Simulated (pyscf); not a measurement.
A first-order saddle from PySCF, ωB97X-D3(BJ)/def2-SVP:

```
Cr
O 1 1.5001
O 1 1.6279 2 110.87
H 3 1.1375 1 99.56 2 -77.87
Cl 4 1.6249 3 134.00 1 -3.28
Cl 1 2.1227 2 104.33 3 110.21
Cl 1 2.1364 2 110.88 3 -149.29
```
Charge 0, spin multiplicity 1.

Surface: singlet, charge 0. Lowest wavenumbers (cm⁻¹): 1157i, 72, 146, 186, 226.

Problem. Name the species on either side of this saddle.

Solution. O=Cr(=O)(Cl)–Cl + hydrogen chloride (HCl) ⇌ O=Cr(OH)(Cl)(Cl)–Cl, an addition across a multiple bond or ene-type step read from left to right: Cl–H broken and Cl–Cr, H–O formed. At ωB97M-D3(BJ)/def2-TZVP it lies +33.2 kcal/mol from the left side and +11.7 kcal/mol from the right (each side as separated species at their lowest minima found). This is the saddle that the search found; another between the same sides may lie lower.
